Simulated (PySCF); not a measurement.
1-chloro-1-fluoroallene, C₃H₂ClF.
SMILES: `C=C=C(F)Cl`

The closed-shell ground state was solved at several levels (PySCF, density fitting, gas phase, non-relativistic). Isolated species at its PBE0-D3(BJ)/def2-SVP geometry, gas phase.

```json
{"level": "B3LYP/def2-SVPD", "basis functions": "126", "HOMO (eV)": "-7.25", "LUMO (eV)": "-1.48", "gap (eV)": "5.77", "dipole (D)": "2.04"}
{"level": "CAM-B3LYP/pcSseg-2", "basis functions": "215", "HOMO (eV)": "-8.75", "LUMO (eV)": "-0.07", "gap (eV)": "8.68", "dipole (D)": "2.06"}
{"level": "B3LYP/cc-pVTZ", "basis functions": "182", "HOMO (eV)": "-7.12", "LUMO (eV)": "-1.31", "gap (eV)": "5.81", "dipole (D)": "1.84"}
{"level": "PBE0/pcSseg-1", "basis functions": "102", "HOMO (eV)": "-7.43", "LUMO (eV)": "-1.15", "gap (eV)": "6.28", "dipole (D)": "2.00"}
{"level": "B3LYP/def2-TZVP", "basis functions": "173", "HOMO (eV)": "-7.14", "LUMO (eV)": "-1.36", "gap (eV)": "5.78", "dipole (D)": "1.86"}
{"level": "B3LYP/aug-cc-pVTZ-J", "basis functions": "292", "HOMO (eV)": "-7.20", "LUMO (eV)": "-1.48", "gap (eV)": "5.72", "dipole (D)": "1.95"}
```

(1) What might B3LYP/6-31G* (78 basis functions) give for the same quantities?

(2) Over all these levels, which gives the widest orbital gap and which the narrowest?

(3) How much does the basis alone move the frontier levels among the 5 B3LYP rows (the withheld one included)?

(4) How far do the dipole and the HOMO energy spread over the levels?

## Answers

(1) HOMO -6.87 eV, LUMO -0.95 eV, gap 5.92 eV, dipole 1.83 D.

(2) CAM-B3LYP/pcSseg-2 (range-separated hybrid) has the widest, 8.68 eV, and B3LYP/aug-cc-pVTZ-J (global hybrid, 20 % exact exchange) the narrowest, 5.72 eV. Functional and basis both differ between the two, so the spread mixes both effects.

(3) The HOMO by 0.38 eV and the LUMO by 0.53 eV. By rising basis size (HOMO, LUMO in eV): 6-31G* -6.87, -0.95; def2-SVPD -7.25, -1.48; def2-TZVP -7.14, -1.36; cc-pVTZ -7.12, -1.31; aug-cc-pVTZ-J -7.20, -1.48.

(4) The dipole runs from 1.83 to 2.06 D (mean 1.94 D) and the HOMO from -8.75 to -6.87 eV.
